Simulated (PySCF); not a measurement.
# Mayer bond orders and bond lengths

3-chloropropanal, C3H5ClO.
SMILES with atom numbers: `[O:1]=[CH:2][CH2:3][CH2:4][Cl:5]` (hydrogens: H6 on C2; H7, H8 on C3; H9, H10 on C4)

Structure used (PBE0-D3(BJ)/def2-SVP), in Å, numbered top down from 1:
```xyz
10
C3H5ClO angstrom
O      1.8557    0.9501    0.0697
C      1.4379   -0.1141   -0.3011
C     -0.0024   -0.5319   -0.2139
C     -0.8855    0.5366    0.3874
Cl    -2.5828   -0.0082    0.4703
H      2.1245   -0.8796   -0.7479
H     -0.3442   -0.8089   -1.2273
H     -0.0554   -1.4681    0.3706
H     -0.8583    1.4573   -0.2097
H     -0.5648    0.7900    1.4063
```

Bond orders from the PBE0/pcSseg-1 density (PySCF). One conformer (not necessarily the lowest) at the PBE0-D3(BJ)/def2-SVP geometry, without solvent, vibrations or thermal averaging.

(1) Where do the orders between heavy atoms depart from those drawn in the SMILES?

(2) Give the Mayer order of every bond, beside its length.

(3) Sum the orders of all bonds at each heavy atom with more than one neighbour and set the sums beside the valence in the SMILES.

Results:

(1) The largest departure is 0.029, at O1–C2 (drawn double, 2.029).

(2) 
```
  bond  drawn as  length (Å)  Mayer order
 O1–C2    double       1.202        2.029
 C2–C3    single       1.502        0.983
 C3–C4    single       1.511        0.999
C4–Cl5    single       1.785        0.990
 C2–H6    single       1.121        0.937
 C3–H7    single       1.105        0.921
 C3–H8    single       1.105        0.921
 C4–H9    single       1.098        0.935
C4–H10    single       1.098        0.935
```

(3) C2 3.949 (drawn 4), C3 3.824 (drawn 4), C4 3.859 (drawn 4). Orders between atoms that aren't bonded are not in these sums.

Mayer orders depend on the basis set.

These values come from a run that also computed NMR shieldings. Hardware: Intel Xeon Platinum 8259CL at 2.50 GHz, one thread, no GPU (shared host). Cost: 17 s of wall time (with the writing of density and orbital grids), 0.54 GiB resident at most.
